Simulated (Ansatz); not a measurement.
Reaction (SMILES): ClB(Cl)Cl → Cl[B]Cl + Cl atom
B3LYP-D3(BJ)/def2-TZVP geometries, fixed; electronic energies without zero-point terms.
Largest species:
```
B
Cl 1 1.7452
Cl 1 1.7452 2 120.00
Cl 1 1.7452 2 120.00 3 -180.00
```

How fast the bond dissociation energy converges with the basis for several methods (Ansatz, a program for electronic structure): deviation from each method's own reference, in kcal/mol. References: B3LYP 113.15 kcal/mol, the value in pcseg-4; CCSD(T) 120.58 kcal/mol, Hartree-Fock in cc-pV(Q+d)Z plus the correlation part extrapolated as X^-3 from cc-pV(T+d)Z and cc-pV(Q+d)Z; HF 88.10 kcal/mol, the value in pcseg-4; MP2 126.82 kcal/mol, Hartree-Fock in aug-cc-pV(Q+d)Z plus the correlation part extrapolated as X^-3 from aug-cc-pV(T+d)Z and aug-cc-pV(Q+d)Z; PBE 118.48 kcal/mol, the value in pcseg-4; r2SCAN 116.64 kcal/mol, the value in pcseg-4. Cartesian d functions, on some or all atoms, in 6-31+G*; all else is spherical. In correlated methods cores are frozen. Open shells are unrestricted. No added dispersion term, no relativity. 

```
basis              functions  B3LYP  CCSD(T)  HF    MP2    PBE  r2SCAN
-----------------  ---------  -----  -------  --  -----  -----  ------
cc-pV(D+d)Z               83   0.71    -7.55   ?  -8.71   1.10    0.59
6-31+G*                   88  -0.74    -6.94   ?  -9.16  -0.45   -0.41
def2-TZVPP               157   0.46    -3.47   ?  -3.68   0.61    0.28
6-311++G(3df,3pd)        180   0.97    -2.41   ?  -2.77   1.09    1.16
def2-TZVPPD              190   0.05    -3.43   ?  -3.61   0.15    0.02
aug-cc-pV(T+d)Z          211  -0.13    -3.23   ?  -3.33  -0.09   -0.11
cc-pV(Q+d)Z              247   0.11    -1.66   ?  -1.82   0.18    0.05
def2-QZVPP               267  -0.01    -1.71   ?  -1.85   0.04   -0.01
```

Question: Fill in the missing entries.

Answer: 
- cc-pV(D+d)Z, HF: 0.27
- 6-31+G*, HF: -0.87
- def2-TZVPP, HF: 0.17
- 6-311++G(3df,3pd), HF: 1.13
- def2-TZVPPD, HF: 0.01
- aug-cc-pV(T+d)Z, HF: -0.11
- cc-pV(Q+d)Z, HF: -0.01
- def2-QZVPP, HF: -0.03

Mean absolute deviation over def2-TZVPP, 6-311++G(3df,3pd), def2-TZVPPD, aug-cc-pV(T+d)Z: HF 0.35, r2SCAN 0.39, B3LYP 0.40, PBE 0.48, CCSD(T) 3.14, MP2 3.34 kcal/mol.
